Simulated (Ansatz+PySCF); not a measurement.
Values are calculated unless marked as measured or tabulated.
A run of PySCF 2.14.0 on singlet H₂Cl(+) at this shape:

```csv
atom,x (Å),y (Å),z (Å)
Cl,0.0000,0.0000,0.0000
H,1.3676,0.0000,0.0000
H,-2.4548,0.0000,0.0000
```

Its results:

* Converged: yes
* Reference energy: -460.06809 hartree
* CCSD correlation energy: -0.06061 hartree
* Triples correction: -0.00085 hartree
* Total energy: -460.12956 hartree
* Spin squared of the determinant: 0.000

Question: Which input gives this output? Name the method, the orbitals and the basis set, and write the input.

Answer: RHF-CCSD(T) in 6-31G. An unrestricted run that stays on the closed shell gives the same numbers.

```python
from pyscf import gto, scf, cc

mol = gto.M(atom="""
Cl 0.000000 0.000000 0.000000
H 1.367590 0.000000 0.000000
H -2.454850 0.000000 0.000000
""", basis='6-31g', charge=1, spin=0)
mf = scf.RHF(mol)
mf.kernel()
mycc = cc.CCSD(mf, frozen=5).run()
et = mycc.ccsd_t()
print(mf.e_tot, mycc.e_corr, et, mycc.e_tot + et)
```

Caution: an unrestricted determinant lies well below.
